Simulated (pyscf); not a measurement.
B–OH (SMILES [B]O) [singlet] + H₂O (SMILES O) → HO–BH–OH (SMILES OBO) (insertion; singlet surface; H–O broken, B–H, B–O formed). Structures and frequencies: ωB97X-D3(BJ)/def2-SVP in PySCF. Correlated levels are frozen-core, on RHF or UHF. ΔMP2 is the change of the MP2 total energy from the triple- to the quadruple-zeta basis. Energies in kcal/mol from the separated reactants.

```tsv
level	barrier	reaction energy
ωB97X-D3(BJ)/def2-TZVP	16.8	-92.5
PBE/def2-TZVP	6.7	-93.2
B3LYP-D3(BJ)/def2-TZVP	14.7	-92.5
PBE0-D3(BJ)/def2-TZVP	(withheld)	-95.1
HF/def2-TZVP	37.6	-87.2
CCSD(T)/def2-TZVPP	20.2	-87.7
CCSD(T)/def2-TZVPP + ΔMP2(QZVPP)	(withheld)	(withheld)
```

**Question.** Some entries are withheld; supply them.

**Answer.** 
- PBE0-D3(BJ)/def2-TZVP, barrier: 11.9
- CCSD(T)/def2-TZVPP + ΔMP2(QZVPP), barrier: 20.6
- CCSD(T)/def2-TZVPP + ΔMP2(QZVPP), reaction energy: -87.5

Of the functionals in the table, ωB97X-D3(BJ) is closest to CCSD(T)/def2-TZVPP + ΔMP2(QZVPP) in the barrier (3.7 kcal/mol apart) and PBE least close (13.9 kcal/mol); that level has limits of its own. On the reactant side the descent ends in a bound adduct, 11.2 kcal/mol under the separated species and 28.0 kcal/mol under the saddle at ωB97X-D3(BJ)/def2-TZVP. B–OH [singlet] lies 44.5 kcal/mol over its isomer HB=O (electronic energy, ωB97M-D3(BJ)). This is the saddle that the search found; another between the same sides may lie lower. The CCSD(T) − MP2 part came from Ansatz, without density fitting, on the same reference.
